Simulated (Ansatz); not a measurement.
## PH⁻, sextet: the ladder up to full CI

Geometry: that of the PH⁻, quartet, kept fixed. The quartet lies 6.3 eV lower here.

```
atom   x (Å)   y (Å)   z (Å)
   P  0.0000  0.0000  0.0000
   H  0.0000  0.0000  1.5586
```

Basis aug-cc-pVDZ; Ansatz 0.2.0. Only valence electrons are correlated (noble-gas cores frozen), which leaves 7 electrons in 31 orbitals. Prefix R: restricted or restricted open-shell reference; prefix U: unrestricted. Active spaces: frontier = (7e, 11o) about the gap. This anion state lies near or above the neutral species, so the extra electron is weakly bound or unbound and the energies hang on the diffuse functions.

Full CI is exact within this basis and frozen core; it isn't the basis-set limit. The frozen core follows each run's orbitals, which can shift R against U totals by a few meV.

For open shells CISD is restricted-active-space CI with the open shells as a complete middle space.

The UHF ⟨S²⟩ is 8.755 and the T1 diagnostic (RCCSD) is 0.0351. The largest doubles amplitude (RCCSD) is 0.049 and the T1 diagnostic (UCCSD) is 0.0384.

| level | E − E(full CI) (meV) | share of correlation (%) | wall time |
| --- | --- | --- | --- |
| RHF | 2765 | 0.00 | – |
| UHF | 2702 | 2.29 | – |
| RMP2 | 641 | 76.81 | – |
| UMP2 | 665 | 75.96 | – |
| CISD | 126 | 95.43 | 2 s |
| RCCSD | 89 | 96.76 | – |
| UCCSD | 89 | 96.78 | – |
| RCCSD(T) | 22 | 99.20 | 2.7 s |
| UCCSD(T) | 22 | 99.22 | 2.9 s |
| BCCD(T) | 22 | 99.20 | 2.9 s |
| RCCSDT | 5 | 99.82 | – |
| UCCSDT | 5 | 99.83 | – |
| RCCSDT(Q) | 1 | 99.96 | 6 s |
| UCCSDT(Q) | 1 | 99.97 | 5.5 s |
| CASSCF (frontier space) | 1089 | 60.60 | – |
| NEVPT2 (frontier space) | 354 | 87.19 | 7.5 s |
| MRCISD (frontier space) | 55 | 98.01 | – |
| MRCISD+Q (frontier space) | 17 | 99.40 | 13 s |

The correlation energy at full CI, counted from RHF, is -2.765 eV. That run took 9.9 min on 1 thread of Arm Neoverse V1, shared host over 5,719,077 determinants.

Times hold each run's SCF and search for its determinant on a shared host, so for small cases they say little of a method's own cost; they ran on 1 thread of Arm Neoverse V1.

The full-CI state has the irrep A2 of C2v, in the program's axes (one component, if the state is degenerate).

Natural occupations of full CI about the gap: 1.937 1.005 0.987 0.987 0.987 0.979 0.016 0.013 0.013 0.013; effectively unpaired electrons, Σ n²(2−n)², 5.02.
